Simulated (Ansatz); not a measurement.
# C₃H₄N₂: how energies converge with the basis set

Aim: see how fast density functionals converge with the basis set for C₃H₄N₂.

Method: one geometry, several basis sets; program: Ansatz 0.2.0, Gaussian basis.

Levels to be run: PBE0-D4/def2-SVP; ωB97M-V/def2-SVP; PBE0-D4/def2-QZVPP; ωB97M-V/def2-QZVPP; the functionals' def2-TZVPP values are taken from earlier runs.

**1. The geometry**

An earlier PBE0-D4 in a triple-zeta def2 set relaxation fixed the geometry.

SMILES `C=C(N)C#N`, 9 atoms, charge 0, spin multiplicity 1.

Atoms are counted from 1 here; the program's logs count them from 0.

Bond lengths: C1–C2 1.338 Å, C1–H6 1.079 Å, C1–H7 1.083 Å, C2–N3 1.384 Å, C2–C4 1.436 Å, N3–H8 1.007 Å, N3–H9 1.007 Å, C4–N5 1.151 Å. Angles: C2–C1–H6 120.3°, C2–C1–H7 121.1°, H6–C1–H7 118.5°, C1–C2–N3 126.6°, C1–C2–C4 119.2°, N3–C2–C4 114.2°, C2–N3–H8 115.8°, C2–N3–H9 115.1°, H8–N3–H9 113.3°, C2–C4–N5 178.5°.

**2. PBE0-D4 in def2-SVP**

Input file in.yaml:

```yaml
crystal:
  periodic: [false, false, false]
  atoms:
    - {symbol: C, position_ang: [0.707689, 1.086864, -0.244584]}
    - {symbol: C, position_ang: [-0.023189, -0.021399, -0.080194]}
    - {symbol: N, position_ang: [0.320532, -1.131281, 0.671044]}
    - {symbol: C, position_ang: [-1.269557, -0.148259, -0.781036]}
    - {symbol: N, position_ang: [-2.280636, -0.263748, -1.318531]}
    - {symbol: H, position_ang: [0.376352, 1.863718, -0.916504]}
    - {symbol: H, position_ang: [1.648931, 1.219054, 0.274597]}
    - {symbol: H, position_ang: [-0.448215, -1.669121, 1.036080]}
    - {symbol: H, position_ang: [1.056494, -0.982128, 1.342029]}
basis:
  gaussian: {orbitals: def2-SVP}
hamiltonian: {xc: pbe0, dispersion: d4}
output: {orbitals: {seedname: orbitals}}
```

Command:

```console
ansatz run in.yaml --threads 2 --pin off --events-out ev --progress --plain --max-ram 4352MiB
```

The runs that follow: ωB97M-V in def2-SVP; PBE0-D4 in def2-QZVPP; ωB97M-V in def2-QZVPP.

Before running them: what should the planned runs give, taken together? Wanted: PBE0-D4: double and triple zeta above quadruple; ωB97M-V: double and triple zeta above quadruple.

The runs gave:

| quantity | value |
| --- | --- |
| PBE0-D4: double and triple zeta above quadruple | 7.29, 0.33 eV |
| ωB97M-V: double and triple zeta above quadruple | 7.56, 0.31 eV |

**Reading.** For PBE0-D4 the step from double to triple zeta gains 6.96 eV and the next only 0.33 eV. These are total energies; as a rule much of such shifts cancels in differences, which this series doesn't test.
